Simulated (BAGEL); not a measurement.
# CH5BS (SMILES BSC): B3LYP/def2-SVPD (density fitting with qzvpp-jkfit)

What is the energy change on altering one bond length of CH5BS at B3LYP/def2-SVPD (density fitting with qzvpp-jkfit)? 

The results are computed with BAGEL 1.2.2.

### 1 The structure to begin with

CH5BS has 8 atoms, charge 0, and is taken as a singlet. As SMILES, `BSC`. Geometry: relaxed at PBE0-D4/def2-TZVP.

Bond lengths: B1–S2 1.749 Å, S2–C3 1.809 Å, B1–H4 1.194 Å, B1–H5 1.193 Å, C3–H6 1.090 Å, C3–H7 1.090 Å, C3–H8 1.088 Å. Angles: B1–S2–C3 105.8°, S2–B1–H4 121.2°, S2–B1–H5 115.9°, S2–C3–H6 109.1°, S2–C3–H7 109.0°, S2–C3–H8 109.9°, H4–B1–H5 123.0°, H6–C3–H7 109.0°, H6–C3–H8 109.9°, H7–C3–H8 109.9°.

### 2 The energy at B3LYP/def2-SVPD (density fitting with qzvpp-jkfit)

Contents of job.json:

```json
{ "bagel" : [

{
  "title" : "molecule",
  "basis" : "def2-svpd.json",
  "df_basis" : "qzvpp-jkfit",
  "angstrom" : true,
  "geometry" : [
    { "atom" : "B", "xyz" : [   -0.869900,    0.955400,   -0.908000 ] },
    { "atom" : "S", "xyz" : [    0.707800,    0.854100,   -0.159000 ] },
    { "atom" : "C", "xyz" : [    0.741400,   -0.735700,    0.702900 ] },
    { "atom" : "H", "xyz" : [   -1.667800,    0.075300,   -0.790300 ] },
    { "atom" : "H", "xyz" : [   -1.086100,    1.947800,   -1.532900 ] },
    { "atom" : "H", "xyz" : [    0.910600,   -0.561000,    1.765100 ] },
    { "atom" : "H", "xyz" : [    1.559600,   -1.337000,    0.307300 ] },
    { "atom" : "H", "xyz" : [   -0.203500,   -1.256000,    0.559200 ] }
  ]
},
{ "title" : "ks", "xc_func" : "b3lyp" },
{ "title" : "print", "file" : "orbitals.molden", "orbitals" : true }

]}
```

The basis set def2-SVPD is read from a file made from the Basis Set Exchange's data (not shown).

Launch:

```bash
BAGEL_NUM_THREADS=1 BAGEL job.json > job.out
```

Output:

```text
* using 1 threads per process

  ===============================================================
  ===============================================================

  *** Geometry ***

  { "atom" : "B", "xyz" : [     -1.643873,      1.805444,     -1.715871 ] },
  { "atom" : "S", "xyz" : [      1.337548,      1.614015,     -0.300466 ] },
  { "atom" : "C", "xyz" : [      1.401043,     -1.390272,      1.328288 ] },
  { "atom" : "H", "xyz" : [     -3.151685,      0.142296,     -1.493451 ] },
  { "atom" : "H", "xyz" : [     -2.052432,      3.680809,     -2.896761 ] },
  { "atom" : "H", "xyz" : [      1.720785,     -1.060136,      3.335556 ] },
  { "atom" : "H", "xyz" : [      2.947217,     -2.526564,      0.580713 ] },
  { "atom" : "H", "xyz" : [     -0.384559,     -2.373496,      1.056735 ] },

  Number of auxiliary basis functions:      368

  Since a DF basis is specified, we compute 2- and 3-index integrals:
    o Being stored without compression. Storage requirement is 0.034 GB

  Number of basis functions:      107
  Number of electrons      :       32

    * METHOD: MOLECULE                             0.14

  *** Kohn-Sham DFT ***

    * Removing 13541 points whose weight is below 1.00e-10
    * Grid points: 105707

  === Nuclear Repulsion ===
    94.6542449087

       - DIIS with orbital gradients will be used.

  === KS iteration (b3lyp / def2-svpd.json) ===
      0       -424.40561356          0.11381537           0.39
      1       -357.55842455          0.16140853           0.38
      2       -418.60440742          0.07191471           0.38
      3       -450.80635024          0.09930266           0.38
      4       -453.49662900          0.10032328           0.38
      5       -451.86423351          0.10819785           0.38
      6       -449.78074702          0.11056164           0.38
      7       -454.01540365          0.09183985           0.38
      8       -431.19387035          0.13749667           0.38
      9       -463.76338830          0.02063855           0.39
     10       -463.87754637          0.01572109           0.39
     11       -464.01797544          0.00295740           0.41
     12       -464.02137362          0.00113783           0.39
     13       -464.02181786          0.00048103           0.38
     14       -464.02190542          0.00018205           0.38
     15       -464.02192160          0.00001238           0.38
     16       -464.02192171          0.00000359           0.38
     17       -464.02192172          0.00000030           0.38
     18       -464.02192172          0.00000012           0.38
     19       -464.02192172          0.00000003           0.39
     20       -464.02192172          0.00000001           0.38
    * SCF iteration converged.

    * Permanent dipole moment:
           (   -0.120447,     0.569714,    -0.356752) a.u.

    * METHOD: KS                                   8.60

    * METHOD: PRINT                                0.02

  ===============================================================
```

Wall time 9 s (1 thread of Arm Neoverse V2, shared host); peak memory 0.5 GiB.

### 3 The distorted shape, same level

Contents of dft.json:

```json
{ "bagel": [

{
  "title": "molecule",
  "basis": "def2-svpd.json",
  "df_basis": "qzvpp-jkfit",
  "angstrom": true,
  "geometry": [
    { "atom": "B", "xyz": [      -0.696946,       0.161508,      -0.408097 ] },
    { "atom": "S", "xyz": [       0.880754,       0.060208,       0.340903 ] },
    { "atom": "C", "xyz": [       0.914354,      -1.529592,       1.202803 ] },
    { "atom": "H", "xyz": [      -1.494846,      -0.718592,      -0.290397 ] },
    { "atom": "H", "xyz": [      -1.086100,       1.947800,      -1.532900 ] },
    { "atom": "H", "xyz": [       1.083554,      -1.354892,       2.265003 ] },
    { "atom": "H", "xyz": [       1.732554,      -2.130892,       0.807203 ] },
    { "atom": "H", "xyz": [      -0.030546,      -2.049892,       1.059103 ] }
  ]
},

{ "title": "ks", "xc_func": "b3lyp" },

{ "title": "print", "file": "orbitals.molden", "orbitals": true }

]}
```

The basis set def2-SVPD is read from a file made from the Basis Set Exchange's data (not shown).

Launch:

```bash
BAGEL_NUM_THREADS=1 BAGEL dft.json > dft.out
```

Output:

```text
* using 1 threads per process

  ===============================================================
  ===============================================================

  *** Geometry ***

  { "atom" : "B", "xyz" : [     -1.317037,      0.305206,     -0.771192 ] },
  { "atom" : "S", "xyz" : [      1.664384,      0.113777,      0.644213 ] },
  { "atom" : "C", "xyz" : [      1.727879,     -2.890510,      2.272968 ] },
  { "atom" : "H", "xyz" : [     -2.824850,     -1.357942,     -0.548771 ] },
  { "atom" : "H", "xyz" : [     -2.052432,      3.680809,     -2.896761 ] },
  { "atom" : "H", "xyz" : [      2.047620,     -2.560375,      4.280235 ] },
  { "atom" : "H", "xyz" : [      3.274053,     -4.026802,      1.525393 ] },
  { "atom" : "H", "xyz" : [     -0.057724,     -3.873734,      2.001415 ] },

  Number of auxiliary basis functions:      368

  Since a DF basis is specified, we compute 2- and 3-index integrals:
    o Being stored without compression. Storage requirement is 0.034 GB

  Number of basis functions:      107
  Number of electrons      :       32

    * METHOD: MOLECULE                             0.14

  *** Kohn-Sham DFT ***

    * Removing 12820 points whose weight is below 1.00e-10
    * Grid points: 106428

  === Nuclear Repulsion ===
    92.5658630248

       - DIIS with orbital gradients will be used.

  === KS iteration (b3lyp / def2-svpd.json) ===
      0       -424.77831804          0.11167616           0.40
      1       -356.87334163          0.15419864           0.39
      2       -419.00583046          0.07138806           0.39
      3       -447.58724508          0.10571053           0.39
      4       -453.00957953          0.09872689           0.39
      5       -449.75023032          0.10404531           0.39
      6       -449.88206927          0.10477456           0.38
      7       -454.43013238          0.08931162           0.38
      8       -430.74492048          0.13140079           0.39
      9       -463.55857926          0.02359269           0.38
     10       -463.57513834          0.02622860           0.39
     11       -463.90158519          0.00378268           0.39
     12       -463.90078455          0.00353064           0.38
     13       -463.90860302          0.00036260           0.38
     14       -463.90866923          0.00012928           0.38
     15       -463.90867954          0.00003242           0.38
     16       -463.90868028          0.00000466           0.39
     17       -463.90868030          0.00000144           0.39
     18       -463.90868030          0.00000063           0.39
     19       -463.90868030          0.00000054           0.38
     20       -463.90868030          0.00000021           0.38
     21       -463.90868030          0.00000005           0.38
     22       -463.90868030          0.00000001           0.39
     23       -463.90868030          0.00000000           0.38
    * SCF iteration converged.

    * Permanent dipole moment:
           (   -0.365774,     1.105271,    -0.750469) a.u.

    * METHOD: KS                                   9.83

    * METHOD: PRINT                                0.02

  ===============================================================
```

Wall time 10 s (1 thread of Arm Neoverse V2, shared host); peak memory 0.51 GiB.

### 4 Outcome

Level: B3LYP/def2-SVPD (density fitting with qzvpp-jkfit).

```
                                                         quantity          value
                                        first shape: total energy  -464.02192 Eh
                                       first shape: dipole moment         1.74 D
                                         first shape: HOMO energy       -7.67 eV
                                         first shape: LUMO energy       -1.27 eV
                                       first shape: HOMO–LUMO gap        6.40 eV
                                    distorted shape: total energy  -463.90868 Eh
                                   distorted shape: dipole moment         3.52 D
                                     distorted shape: HOMO energy       -7.17 eV
                                     distorted shape: LUMO energy       -1.67 eV
                                   distorted shape: HOMO–LUMO gap        5.50 eV
energy change with the B1–H5 bond stretched from 1.193 to 2.146 Å       3.081 eV
```

What this shows: With the B1–H5 bond stretched from 1.193 to 2.146 Å the energy rises by 3.08 eV (71 kcal/mol). The first shape isn't relaxed at this level, so the change isn't measured from a minimum.
